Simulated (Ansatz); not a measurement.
How far each method lies from full CI for Si$_{2}$, singlet

Geometry: a point of a stretch scan, not a stationary point.

```yaml
atoms:
  - { symbol: Si, position_ang: [0.0000, 0.0000, 0.0000] }
  - { symbol: Si, position_ang: [0.0000, 0.0000, 2.5050] }
```

Basis 6-31G; Ansatz 0.2.0. Correlated methods freeze the noble-gas cores, which leaves 8 electrons in 16 orbitals. Prefix R: restricted or restricted open-shell reference; prefix U: unrestricted. Active spaces: valence = (8e, 8o) chosen from the atoms' valence shells; pair = (2e, 2o) about the gap.

Full CI is exact within this basis and frozen core; it isn't the basis-set limit. The frozen core follows each run's orbitals, which can shift R against U totals by a few meV.

The determinant fills πx and πy unequally, so it is a mixture of Σ and Δ, which weighs on every level built on one determinant.

RHF is unstable: UHF (⟨S²⟩ = 1.72) lies 0.95 eV below the lowest RHF solution. Higher spins weren't run at this geometry and may lie near or lower.

```
UHF ⟨S²⟩                            : 1.722
⟨S²⟩ of the determinant under UCCSD : 1.000
T1 diagnostic (RCCSD)               : 0.0167
largest doubles amplitude (RCCSD)   : 0.250
```

| level | E − E(full CI) (kcal/mol) | share of correlation (%) | wall time |
| --- | --- | --- | --- |
| RHF | 75.15 | 0.00 | – |
| UHF† | 53.21 | – | 0.99 s |
| RMP2 | 19.34 | 74.26 | – |
| UMP2† | 10.60 | – | – |
| CISD | 10.70 | 85.76 | 0.24 s |
| RCCSD | 4.63 | 93.84 | – |
| UCCSD*† | -1.98 | – | – |
| RCCSD(T) | 2.40 | 96.80 | 0.63 s |
| UCCSD(T)*† | -5.22 | – | 6 s |
| BCCD(T) | 2.45 | 96.74 | 0.57 s |
| RCCSDT | 1.79 | 97.62 | – |
| UCCSDT*† | -8.60 | – | – |
| CISDTQ | 1.16 | 98.45 | 2.2 s |
| RCCSDT(Q) | 0.87 | 98.85 | 1.2 s |
| UCCSDT(Q)*† | -10.05 | – | 10 s |
| RCCSDTQ* | 0.13 | 99.82 | 6.5 s |
| UCCSDTQ*† | -9.95 | – | 32 s |
| CASSCF (valence space) | 18.55 | 75.31 | – |
| NEVPT2 (valence space) | 5.59 | 92.56 | 2.3 s |
| MRCISD (valence space) | 0.46 | 99.38 | – |
| MRCISD+Q (valence space) | -0.04 | 100.05 | 3.4 s |

An asterisk marks runs whose energy the program itself flagged as in doubt. A dagger marks rows that describe another state than the reference (another or a broken symmetry, a higher spin or other natural occupations), so the difference holds a gap between states beside the method's error.

The correlation energy at full CI, counted from RHF, is -3.259 eV. That run took 7.5 s on 1 thread of Arm Neoverse V1, shared host over 414,864 determinants.

Run but not shown, since their state, orbitals or frozen core can't be matched to the reference's or they repeat it: CASSCF (pair space), NEVPT2 (pair space), MRCISD (pair space), MRCISD+Q (pair space).

Times hold each run's SCF and search for its determinant on a shared host, so for small cases they say little of a method's own cost; they ran on 1 thread of Arm Neoverse V1. Some runs computed forces too.

Unrestricted levels hold only the spin's projection, and here they fall towards a lower state of higher spin.

The full-CI state has the irrep Ag of D2h, in the program's axes (one component, if the state is degenerate).

Natural occupations of full CI about the gap: 1.964 1.938 1.920 0.951 0.909 0.108 0.105 0.066 0.011 0.006; effectively unpaired electrons, Σ n²(2−n)², 2.12. No single determinant describes this state well, so single-reference rows can miss without a flag.
